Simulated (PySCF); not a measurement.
# Working out the ionisation energy of Cl

Cl [Ne] 3s2 3p5 (2P) → Cl⁺ [Ne] 3s2 3p4 (3P). Computed with PySCF 2.14 in x2c-TZVPPall, with the spin-free X2C one-electron Hamiltonian (Gaussian nucleus). Frozen: [Ne]. Energies in hartree (1 hartree = 27.21139 eV):

```json
{"part": "UHF", "Cl (lower)": "-460.887827", "Cl⁺ (upper)": "-460.455676"}
{"part": "CCSD correlation", "Cl (lower)": "-0.181833", "Cl⁺ (upper)": "-0.148555"}
{"part": "(T)", "Cl (lower)": "-0.005721", "Cl⁺ (upper)": "-0.004371"}
```

What does Hartree-Fock give?

(-460.455676) − (-460.887827) = 0.432151 hartree = 11.759 eV.

What do CCSD and CCSD(T) give?

The CCSD correlation energies differ by 0.033278 hartree = 0.906 eV and the triples by 0.001350 hartree = 0.037 eV, so CCSD gives 12.665 eV and CCSD(T) 12.702 eV.

Measured between the centres of the two terms (NIST): 12.974 eV, so CCSD(T) (valence) is off by -0.272 eV.

What remains against the reference includes basis incompleteness, the frozen core and higher excitations.
